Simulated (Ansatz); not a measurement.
Job for Ansatz (an electronic-structure program): R-wB97X-V/def2-TZVPPD on CH6O2 (a complex). Files ending in .json are basis or fitting sets from the Basis Set Exchange.

Ansatz 0.2 input:
```yaml
crystal:
  periodic: [false, false, false]
  atoms:
    - {symbol: O, position_ang: [-2.13621538, 0.08060933, 0.11562240]}
    - {symbol: H, position_ang: [-2.55289238, 0.87948233, 0.44139240]}
    - {symbol: H, position_ang: [-1.20718838, 0.19136633, 0.35657140]}
    - {symbol: O, position_ang: [0.94522162, 0.17529333, 0.52020340]}
    - {symbol: H, position_ang: [1.31320462, -0.39678467, 1.19773140]}
    - {symbol: C, position_ang: [1.41022662, -0.29633667, -0.74195560]}
    - {symbol: H, position_ang: [0.97940962, 0.35475633, -1.49506960]}
    - {symbol: H, position_ang: [2.49619062, -0.24554467, -0.81626760]}
    - {symbol: H, position_ang: [1.08188462, -1.31620667, -0.94103660]}
basis:
  gaussian:
    orbitals: def2-TZVPPD.json
hamiltonian:
  xc: {name: wB97X-V}
scf: {lower_state_search: off}
```

It printed:

```
WARN ansatz: RAYON_NUM_THREADS=1 ignored (pool sized by the plan → 1); use --threads N
Functional definition: wB97X-V
these checks for a lower state are left out or cut short: stability, starts, cluster_reference, orbital_swaps, neighbouring_geometries, increment
integrals: 0.12 GiB planned
896 factors; their error is unknown
integrals: 0.15 GiB planned
307 factors; integrals over basis functions are off by at most 3.2e-5 eV
mean field: 1.20 GiB planned
mean field evaluation 1: about -5224.0092 eV, gradient 5.8e1 eV
mean field evaluation 2: about -5224.0291 eV, gradient 6.0e1 eV
mean field evaluation 4: about -5229.4667 eV, gradient 1.3e0 eV
mean field evaluation 8: about -5229.4672 eV, gradient 5.2e-1 eV
mean field evaluation 16: about -5229.4674 eV, gradient 7.5e-6 eV
mean field -5229.46744773 eV, -192.1793840437 hartree, gradient 7.5e-6 eV, S^2 0.000000; 0 other end points of the search recorded, 0 dependent functions left out
reference -5229.46744515 eV, -192.1793839489 hartree; 14, 14 occupied and 205, 205 virtual orbitals, 896 factors
Total energy: -5229.46744515 eV, -192.1793839489 hartree
Checks for a lower state left out: stability, starts, cluster_reference, orbital_swaps, neighbouring_geometries, increment
```

Self-consistency was reached.

Cost: around 4 core-seconds (rough).
